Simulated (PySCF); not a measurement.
Species: C4H6N (doublet state).
Structure used (GFN2-xTB), in Å, numbered top down from 1:
```
atom  x, y, z in Å
C1     2.1129   -0.6102    0.2622
C2     0.9830   -0.2253    0.3694
C3    -0.4065    0.2671    0.3711
C4    -1.2389   -0.9028    0.0261
N5    -0.5973    1.3834   -0.5434
H6     3.1048   -0.9504    0.2108
H7    -0.6337    0.6242    1.3868
H8    -1.4579   -1.6408    0.7713
H9    -1.4549   -1.1194   -1.0016
H10    0.0968    2.1034   -0.3738
H11   -0.5030    1.0735   -1.5049
```

The hyperfine couplings belong to this conformer and change with its torsions.

The species is `C#C[C@H]([CH2])N` [radical].

Computed, not measured: UKS B3LYP, pcH-1 on C H N, non-relativistic, mean-field spin-orbit, GIAO in PySCF. Geometry: GFN2-xTB, one conformer, isolated molecule. Couplings are sensitive to structure, and on GFN2-xTB geometries they can be far from those on DFT ones. No stability test was run, so a lower SCF solution isn't excluded.

Problem. Where do the isotropic ENDOR lines of N5, H8/H9, H7 and H6 fall at 3360.3 mT, to first order?

Solution. For S = 1/2 in fast tumbling each set of equivalent nuclei gives two lines, ν± = |νn ± a/2| to first order, with νn = g_N μN B/h and μN/h = 7.62259 MHz/T.

```tsv
nuclei	isotope	g_N	νn (MHz)	a_iso (MHz)	lower line (MHz)	upper line (MHz)
N5	14N	0.4038	10.34	3.17	8.76	11.93
H8/H9	1H	5.5857	143.07	-62.76	111.69	174.45
H7	1H	5.5857	143.07	44.06	121.04	165.11
H6	1H	5.5857	143.07	-4.07	141.04	145.11
```

Problem. Which pairs are centred on the nuclear Larmor frequency, and which on half the coupling?

Solution. Centred on νn, since |a| < 2νn: N5, H8/H9, H7 and H6. No pair has |a| > 2νn.

Problem. At what field would the lower line of N5 fall to zero frequency?

Solution. Where νn = |a|/2, that is B = 1.59 MHz/(0.4038 × 7.62259 MHz/T) = 515 mT, as far as first order holds there.

Nuclei that the bonding pattern makes equivalent are averaged, as if the motion that swaps them (rotation, inversion, ring flip) were fast.

Time: 17 s (with the writing of density and orbital grids); peak memory 0.65 GiB. Hardware: Arm Neoverse V2, one thread, shared host with 48 logical CPUs at a one-minute load of 11.
